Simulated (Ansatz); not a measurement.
**How methods differ on [BF2]+ (SMILES F[B+]F)**

The species is [BF2]+ (3 atoms), meant as a singlet with charge +1. As SMILES, `F[B+]F`. Geometry: optimised at B3LYP/def2-SVP.

```xyz
3

F     0.3304    1.1431    0.3084
B     0.0000    0.0000    0.0000
F    -0.3305   -1.1431   -0.3084
```

Quantity: the dissociation energy of the F3–B2 bond into doublet F and doublet BF+ (shapes relaxed at B3LYP/def2-SVP, no zero-point term), in eV. The values are calculated.

```tsv
level	kind	program	value (eV)	less CCSD(T)/def2-TZVPP
HF/def2-TZVPP	Hartree–Fock	Ansatz	5.41	-1.86
SVWN5/def2-TZVPP	LDA	Ansatz	8.56	+1.29
BLYP/def2-TZVPP	GGA	Ansatz	7.43	+0.16
PBE/def2-TZVPP	GGA	Ansatz	7.58	+0.31
r2SCAN/def2-TZVPP	meta-GGA	Ansatz	7.28	+0.01
B3LYP/def2-TZVPP	global hybrid	Ansatz	7.32	+0.05
wB97M-V/def2-TZVPP	range-separated hybrid	Ansatz	7.48	+0.21
B2PLYP/def2-TZVPP	double hybrid	Ansatz	7.35	+0.08
MP2/def2-TZVPP	perturbation theory	Ansatz	7.54	+0.27
CCSD(T)/def2-TZVPP	coupled cluster or CI	Ansatz	7.27	0.00
```

Differences are taken from CCSD(T)/def2-TZVPP for orientation; it has basis-set and higher-order errors of its own. The values span 5.41 to 8.56 eV. Hartree–Fock misses the correlation of the electron pair that is broken and comes out low. Measured bond enthalpies also hold zero-point and thermal terms, a few tenths of an eV less.
